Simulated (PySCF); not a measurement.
Molfile (atoms numbered from 1):
```
C2Cl2O2
     RDKit          3D

  6  5  0  0  0  0  0  0  0  0999 V2000
   -0.9919    1.4027   -0.2311 O   0  0  0  0  0  0  0  0  0  0  0  0
   -0.7115    0.2770   -0.0139 C   0  0  0  0  0  0  0  0  0  0  0  0
   -1.8750   -0.9773    0.3262 Cl  0  0  0  0  0  0  0  0  0  0  0  0
    0.7359   -0.2756    0.0094 C   0  0  0  0  0  0  0  0  0  0  0  0
    1.0204   -1.3923    0.2644 O   0  0  0  0  0  0  0  0  0  0  0  0
    1.8956    0.9675   -0.3825 Cl  0  0  0  0  0  0  0  0  0  0  0  0
  1  2  2  0
  2  3  1  0
  2  4  1  0
  4  5  2  0
  4  6  1  0
M  END
```

Geometry: PBE0-D3(BJ)/def2-SVP; GIAO shifts from PySCF 2.14.0 with density-fitted response routines, gas phase, non-relativistic, averaged over equivalent atoms.

At PBE0/pcSseg-2 (230 basis functions, 15 s wall time on 1 thread of an Arm Neoverse V2, shared host):
| atoms | δ (ppm) |
| --- | --- |
| O1/O5 | 610.5 |
| C2/C4 | 174.3 |
| Cl3/Cl6 | 439.3 |

Referencing at the same level of theory: H2O for ¹⁷O (σref 328.15); ¹³C (σref 184.13) vs TMS; ³⁵Cl (σref 940.85) vs HCl.

**Question.** Predict the values at mPW1PW91/pcSseg-2 on the same geometry.

**Answer.** 
```
  atoms  δ at mPW1PW91/pcSseg-2  change
  O1/O5                   610.8    +0.3
  C2/C4                   174.7    +0.4
Cl3/Cl6                   439.7    +0.4
```

Chemical shifts δ = σref − σ; H2O for ¹⁷O (327.10 ppm); TMS for ¹³C (183.53 ppm); ³⁵Cl (937.51 ppm) against HCl, all at this level.

The largest change is at Cl3/Cl6 (chlorine bonded to C). Cost: 230 basis functions, 19 s wall time on 1 thread of an Arm Neoverse V2, shared host.

Carbons that carry Cl, above all several Cl atoms, come out too deshielded, partly because spin–orbit coupling is missing. Unscaled 17O shifts of doubly bonded oxygen tend to come out too high, by tens of ppm or more. Experimental scales use liquid or dissolved standards, which lie at an offset from isolated H2O (liquid H2O: subtract about 36 ppm).
